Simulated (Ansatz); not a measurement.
Density of states of Ni (Im-3m, a = 2.755 Å, b = 2.755 Å, c = 2.755 Å, α = 90.00°, β = 90.00°, γ = 90.00°), in states per eV and primitive cell, averaged over bins of 0.5 eV. Computed with DFT PBEsol, scalar-relativistic, plane waves, PAW in Ansatz 0.2.0.

Cutoff 420 eV; k points 22×22×22 on the computed 1-atom cell (Γ-centred); Gaussian smearing, width 0.10 eV; collinear spin from starting moments 0.6 μB.

The cell is relaxed at this level. The states (both spins) are summed by tetrahedra on a 33×33×33 mesh at the self-consistent density. Energies are bin centres; the table starts no lower than −8 eV and ends at 6 eV, or lower where the solved bands end.

It is a metal at this level.

```
E − E_F (eV) total Ni 3d down Ni 3d up Ni 4s up Ni 4s down
       -7.80   0.09        0.00      0.00      0.04        0.04
       -7.30   0.11        0.00      0.00      0.05        0.05
       -6.80   0.13        0.00      0.00      0.06        0.06
       -6.30   0.16        0.01      0.01      0.07        0.07
       -5.80   0.20        0.02      0.02      0.08        0.08
       -5.30   0.28        0.03      0.05      0.10        0.09
       -4.80   0.56        0.09      0.23      0.13        0.11
       -4.30   0.97        0.26      0.46      0.11        0.12
       -3.80   1.33        0.57      0.59      0.05        0.10
       -3.30   1.69        0.40      1.21      0.01        0.02
       -2.80   2.58        1.16      1.28      0.04        0.01
       -2.30   2.21        1.23      0.79      0.04        0.04
       -1.80   1.33        0.79      0.42      0.02        0.04
       -1.30   1.69        0.36      1.26      0.01        0.01
       -0.80   3.36        1.14      2.16      0.01        0.01
       -0.30   3.09        2.13      0.88      0.03        0.01
        0.20   1.14        0.91      0.14      0.04        0.03
        0.70   0.53        0.32      0.09      0.05        0.04
        1.20   0.33        0.11      0.07      0.05        0.04
        1.70   0.30        0.08      0.05      0.05        0.05
        2.20   0.28        0.06      0.04      0.05        0.05
        2.70   0.26        0.05      0.03      0.04        0.04
        3.20   0.23        0.04      0.02      0.04        0.04
        3.70   0.21        0.03      0.02      0.03        0.03
        4.20   0.19        0.02      0.01      0.03        0.03
        4.70   0.16        0.01      0.01      0.02        0.02
        5.20   0.14        0.01      0.01      0.01        0.02
        5.70   0.11        0.01      0.00      0.01        0.01
```

The columns after the total are the Löwdin projections on the occupied valence shells of the potentials. The rest of the total lies in shells that are empty in the free atom, which aren't projected, and between the atoms.

Only this magnetic start was tried.

This bcc form isn't the element's structure at ambient conditions.

Cost: 1 run of about 0.97 core-minutes, on Intel Xeon Processor @ 2.50GHz (Skylake/Cascade Lake) (shared hosts).